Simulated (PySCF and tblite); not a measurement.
Values are calculated unless marked as measured or tabulated.
Molecule: cyclopropylmethylamine, C₄H₉N, numbered as in [NH2:1][CH2:2][CH:3]1[CH2:4][CH2:5]1.

The mean out-of-plane torsion at N1 (0° is planar) is held and the rest relaxed at GFN2-xTB. Energies: PBE0/pcSseg-1 + D3(BJ). Programs: tblite and PySCF.

GFN2-xTB profile:

(out-of-plane angle °, kcal/mol): (-44, 1.78), (-36, 0.00), (-27, 1.35), (-14, 4.49), (0, 6.53), (14, 5.32), (26, 2.48), (36, 1.33), (44, 3.28)

**Question.** Give the DFT energy and dipole along the out-of-plane angle.

**Answer.** 
| out-of-plane angle ° | E kcal/mol | dipole D |
| --- | --- | --- |
| -44 | 1.11 | 1.73 |
| -36 | 0.00 | 1.38 |
| -27 | 1.33 | 0.99 |
| -14 | 3.86 | 0.59 |
| 0 | 5.39 | 0.54 |
| 14 | 3.92 | 0.56 |
| 26 | 1.60 | 0.92 |
| 36 | 0.57 | 1.26 |
| 44 | 2.03 | 1.55 |

**Question.** Where is the lowest sampled point, and what does the planar form cost?

**Answer.** At -36°; the point at 0° lies 5.39 kcal/mol above it.
